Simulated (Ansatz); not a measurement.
# Molecular dynamics of H₃Si₂, charge -1

Input:

```yaml
crystal:
  periodic: [false, false, false]
  atoms:
    - { symbol: Si, position_ang: [-0.943414, -0.433022, 0.41749] }
    - { symbol: Si, position_ang: [1.220402, 0.691674, -0.249401] }
    - { symbol: H, position_ang: [-1.493676, -0.011284, -1.016678] }
    - { symbol: H, position_ang: [-0.340869, -1.760062, -0.225463] }
    - { symbol: H, position_ang: [1.557557, 1.512694, 1.074051] }
total_charge: -1
basis:
  gaussian: { orbitals: "6-31G" }
hamiltonian:
  xc: b3lyp
md:
  timestep: 0.5
  n_steps: 200
  ensemble: nve
  temperature: 300.0
  initial_velocities: maxwell_boltzmann
  seed: 5621
```

Run as:

```bash
$ ansatz run input.yaml --threads 1 --pin off --max-ram 2048MiB --backend cpu --events-out ev --progress --plain --runs-dir out
```

It starts at the highest image of a converged band. Of that band: The profile has 2 maxima (images 1, 4) with wells between them (image 3): this band takes more than one step, which may be the mechanism or a detour left from its start path. A vibrational analysis at the climbing image gives one clearly imaginary mode, 581i cm⁻¹: a first-order saddle point.

Output, in part (one step line in 4, the closing report, with atoms numbered from 0):

```
md step     0: t =     0.00 fs  T =   300.0 K  F+E_penalty+E_count = -15801.17115367 eV  E_kin = 0.116334 eV  conserved = -15801.05481967 eV  (54 SCF iters)
md step     4: t =     2.00 fs  T =   248.6 K  F+E_penalty+E_count = -15801.15113093 eV  E_kin = 0.096397 eV  conserved = -15801.05473376 eV  (30 SCF iters)
md step     8: t =     4.00 fs  T =   155.3 K  F+E_penalty+E_count = -15801.11476713 eV  E_kin = 0.060224 eV  conserved = -15801.05454346 eV  (25 SCF iters)
md step    12: t =     6.00 fs  T =   124.8 K  F+E_penalty+E_count = -15801.10296325 eV  E_kin = 0.048379 eV  conserved = -15801.05458426 eV  (26 SCF iters)
md step    16: t =     8.00 fs  T =   139.4 K  F+E_penalty+E_count = -15801.10878760 eV  E_kin = 0.054074 eV  conserved = -15801.05471402 eV  (25 SCF iters)
md step    20: t =    10.00 fs  T =   125.9 K  F+E_penalty+E_count = -15801.10350658 eV  E_kin = 0.048821 eV  conserved = -15801.05468553 eV  (25 SCF iters)
md step    24: t =    12.00 fs  T =    92.9 K  F+E_penalty+E_count = -15801.09060474 eV  E_kin = 0.036027 eV  conserved = -15801.05457797 eV  (25 SCF iters)
md step    28: t =    14.00 fs  T =   102.1 K  F+E_penalty+E_count = -15801.09411713 eV  E_kin = 0.039592 eV  conserved = -15801.05452500 eV  (24 SCF iters)
md step    32: t =    16.00 fs  T =   184.7 K  F+E_penalty+E_count = -15801.12619986 eV  E_kin = 0.071608 eV  conserved = -15801.05459212 eV  (25 SCF iters)
md step    36: t =    18.00 fs  T =   299.6 K  F+E_penalty+E_count = -15801.17091540 eV  E_kin = 0.116183 eV  conserved = -15801.05473290 eV  (25 SCF iters)
md step    40: t =    20.00 fs  T =   367.0 K  F+E_penalty+E_count = -15801.19710100 eV  E_kin = 0.142325 eV  conserved = -15801.05477632 eV  (25 SCF iters)
md step    44: t =    22.00 fs  T =   371.4 K  F+E_penalty+E_count = -15801.19862611 eV  E_kin = 0.144019 eV  conserved = -15801.05460670 eV  (25 SCF iters)
md step    48: t =    24.00 fs  T =   412.9 K  F+E_penalty+E_count = -15801.21460457 eV  E_kin = 0.160125 eV  conserved = -15801.05447961 eV  (23 SCF iters)
md step    52: t =    26.00 fs  T =   564.2 K  F+E_penalty+E_count = -15801.27338678 eV  E_kin = 0.218788 eV  conserved = -15801.05459897 eV  (23 SCF iters)
md step    56: t =    28.00 fs  T =   767.0 K  F+E_penalty+E_count = -15801.35211984 eV  E_kin = 0.297431 eV  conserved = -15801.05468911 eV  (27 SCF iters)
md step    60: t =    30.00 fs  T =   968.0 K  F+E_penalty+E_count = -15801.43002012 eV  E_kin = 0.375384 eV  conserved = -15801.05463606 eV  (26 SCF iters)
md step    64: t =    32.00 fs  T =  1193.8 K  F+E_penalty+E_count = -15801.51751514 eV  E_kin = 0.462929 eV  conserved = -15801.05458645 eV  (26 SCF iters)
md step    68: t =    34.00 fs  T =  1474.4 K  F+E_penalty+E_count = -15801.62640146 eV  E_kin = 0.571734 eV  conserved = -15801.05466734 eV  (26 SCF iters)
md step    72: t =    36.00 fs  T =  1766.5 K  F+E_penalty+E_count = -15801.73989680 eV  E_kin = 0.685028 eV  conserved = -15801.05486870 eV  (26 SCF iters)
md step    76: t =    38.00 fs  T =  1966.6 K  F+E_penalty+E_count = -15801.81757478 eV  E_kin = 0.762606 eV  conserved = -15801.05496834 eV  (25 SCF iters)
md step    80: t =    40.00 fs  T =  2044.6 K  F+E_penalty+E_count = -15801.84761476 eV  E_kin = 0.792861 eV  conserved = -15801.05475404 eV  (26 SCF iters)
md step    84: t =    42.00 fs  T =  2127.1 K  F+E_penalty+E_count = -15801.87953029 eV  E_kin = 0.824842 eV  conserved = -15801.05468798 eV  (25 SCF iters)
md step    88: t =    44.00 fs  T =  2250.7 K  F+E_penalty+E_count = -15801.92773013 eV  E_kin = 0.872764 eV  conserved = -15801.05496599 eV  (25 SCF iters)
md step    92: t =    46.00 fs  T =  2276.2 K  F+E_penalty+E_count = -15801.93766531 eV  E_kin = 0.882652 eV  conserved = -15801.05501318 eV  (23 SCF iters)
md step    96: t =    48.00 fs  T =  2169.8 K  F+E_penalty+E_count = -15801.89627478 eV  E_kin = 0.841406 eV  conserved = -15801.05486917 eV  (26 SCF iters)
md step   100: t =    50.00 fs  T =  2014.5 K  F+E_penalty+E_count = -15801.83596669 eV  E_kin = 0.781175 eV  conserved = -15801.05479209 eV  (26 SCF iters)
md step   104: t =    52.00 fs  T =  1862.0 K  F+E_penalty+E_count = -15801.77689077 eV  E_kin = 0.722052 eV  conserved = -15801.05483895 eV  (25 SCF iters)
md step   108: t =    54.00 fs  T =  1687.8 K  F+E_penalty+E_count = -15801.70939623 eV  E_kin = 0.654482 eV  conserved = -15801.05491380 eV  (25 SCF iters)
md step   112: t =    56.00 fs  T =  1456.7 K  F+E_penalty+E_count = -15801.61965376 eV  E_kin = 0.564883 eV  conserved = -15801.05477115 eV  (25 SCF iters)
md step   116: t =    58.00 fs  T =  1256.1 K  F+E_penalty+E_count = -15801.54155679 eV  E_kin = 0.487072 eV  conserved = -15801.05448455 eV  (24 SCF iters)
md step   120: t =    60.00 fs  T =  1241.6 K  F+E_penalty+E_count = -15801.53599665 eV  E_kin = 0.481475 eV  conserved = -15801.05452203 eV  (25 SCF iters)
md step   124: t =    62.00 fs  T =  1416.8 K  F+E_penalty+E_count = -15801.60410547 eV  E_kin = 0.549402 eV  conserved = -15801.05470345 eV  (24 SCF iters)
md step   128: t =    64.00 fs  T =  1698.8 K  F+E_penalty+E_count = -15801.71354314 eV  E_kin = 0.658746 eV  conserved = -15801.05479733 eV  (24 SCF iters)
md step   132: t =    66.00 fs  T =  2041.2 K  F+E_penalty+E_count = -15801.84640706 eV  E_kin = 0.791524 eV  conserved = -15801.05488265 eV  (24 SCF iters)
md step   136: t =    68.00 fs  T =  2403.0 K  F+E_penalty+E_count = -15801.98682794 eV  E_kin = 0.931826 eV  conserved = -15801.05500165 eV  (23 SCF iters)
md step   140: t =    70.00 fs  T =  2714.7 K  F+E_penalty+E_count = -15802.10786507 eV  E_kin = 1.052709 eV  conserved = -15801.05515581 eV  (25 SCF iters)
md step   144: t =    72.00 fs  T =  2873.5 K  F+E_penalty+E_count = -15802.16959321 eV  E_kin = 1.114298 eV  conserved = -15801.05529564 eV  (24 SCF iters)
md step   148: t =    74.00 fs  T =  2775.6 K  F+E_penalty+E_count = -15802.13155912 eV  E_kin = 1.076317 eV  conserved = -15801.05524222 eV  (25 SCF iters)
md step   152: t =    76.00 fs  T =  2421.3 K  F+E_penalty+E_count = -15801.99380227 eV  E_kin = 0.938936 eV  conserved = -15801.05486655 eV  (25 SCF iters)
md step   156: t =    78.00 fs  T =  1979.8 K  F+E_penalty+E_count = -15801.82229494 eV  E_kin = 0.767745 eV  conserved = -15801.05455043 eV  (25 SCF iters)
md step   160: t =    80.00 fs  T =  1611.0 K  F+E_penalty+E_count = -15801.67927424 eV  E_kin = 0.624732 eV  conserved = -15801.05454189 eV  (26 SCF iters)
md step   164: t =    82.00 fs  T =  1340.1 K  F+E_penalty+E_count = -15801.57421056 eV  E_kin = 0.519657 eV  conserved = -15801.05455321 eV  (26 SCF iters)
md step   168: t =    84.00 fs  T =  1167.7 K  F+E_penalty+E_count = -15801.50735640 eV  E_kin = 0.452795 eV  conserved = -15801.05456124 eV  (27 SCF iters)
md step   172: t =    86.00 fs  T =  1089.1 K  F+E_penalty+E_count = -15801.47697615 eV  E_kin = 0.422342 eV  conserved = -15801.05463409 eV  (27 SCF iters)
md step   176: t =    88.00 fs  T =  1059.9 K  F+E_penalty+E_count = -15801.46575110 eV  E_kin = 0.411020 eV  conserved = -15801.05473120 eV  (27 SCF iters)
md step   180: t =    90.00 fs  T =  1015.5 K  F+E_penalty+E_count = -15801.44858119 eV  E_kin = 0.393788 eV  conserved = -15801.05479316 eV  (27 SCF iters)
md step   184: t =    92.00 fs  T =   914.5 K  F+E_penalty+E_count = -15801.40935636 eV  E_kin = 0.354611 eV  conserved = -15801.05474543 eV  (27 SCF iters)
md step   188: t =    94.00 fs  T =   783.3 K  F+E_penalty+E_count = -15801.35837392 eV  E_kin = 0.303765 eV  conserved = -15801.05460854 eV  (22 SCF iters)
md step   192: t =    96.00 fs  T =   697.4 K  F+E_penalty+E_count = -15801.32501551 eV  E_kin = 0.270449 eV  conserved = -15801.05456628 eV  (22 SCF iters)
md step   196: t =    98.00 fs  T =   681.6 K  F+E_penalty+E_count = -15801.31894177 eV  E_kin = 0.264294 eV  conserved = -15801.05464817 eV  (23 SCF iters)
md step   200: t =   100.00 fs  T =   691.8 K  F+E_penalty+E_count = -15801.32296369 eV  E_kin = 0.268264 eV  conserved = -15801.05469988 eV  (23 SCF iters)
Total energy: -15801.32317458 eV, -580.6879161444 hartree
Atom 0 at    -0.883858    -0.580325     0.206638 Å, force     0.278937     0.654502     0.412134 eV/Å
Atom 1 at     1.147620     0.799706    -0.164865 Å, force    -0.121010     0.104582    -0.082263 eV/Å
Atom 2 at    -1.266216     0.935558     0.600235 Å, force    -0.165786    -0.015521    -0.548863 eV/Å
Atom 3 at    -0.890848    -0.872960     1.740017 Å, force     0.232692    -0.420496     0.182546 eV/Å
Atom 4 at     2.248587     0.772936     1.011101 Å, force    -0.224833    -0.323067     0.036446 eV/Å
Dipole moment:     0.229471    -0.009874     0.126178 e Å
```

All steps were run. The conserved energy stayed within 0.098 meV per atom of its start (net change 0.024 meV per atom), so the integration is sound. The system heated up, since it started high on the potential surface and ran downhill. A run of 0.1 ps of so small a system gives no equilibrium averages. The orbitals stay closed-shell, which can raise the energy where a bond breaks towards radicals; this wasn't checked here. Limits of this set-up: no polarisation functions, an anion without diffuse functions, the dipole of an ion depends on the origin.

The step under study would form Si1–H4 and break Si2–H4. These pairs go: Si1–H4 1.59 → 1.56 Å, Si2–H4 2.91 → 3.25 Å. In the last frame they stand as after the step (other bonds may differ from the relaxed reactants and products). It ends as one piece, H3Si2 (total charge -1). Pairs count as bonded within 1.25 times the sum of covalent radii (0.12 Å more for H–H).

Last frame:

```xyz
5
Properties=species:S:1:pos:R:3
Si -0.884 -0.580 0.207
Si 1.148 0.800 -0.165
H -1.266 0.936 0.600
H -0.891 -0.873 1.740
H 2.249 0.773 1.011
```

Time of the run: 2.9 min on 1 thread of Arm Neoverse V1, on a shared host, peak memory 0.08 GiB.
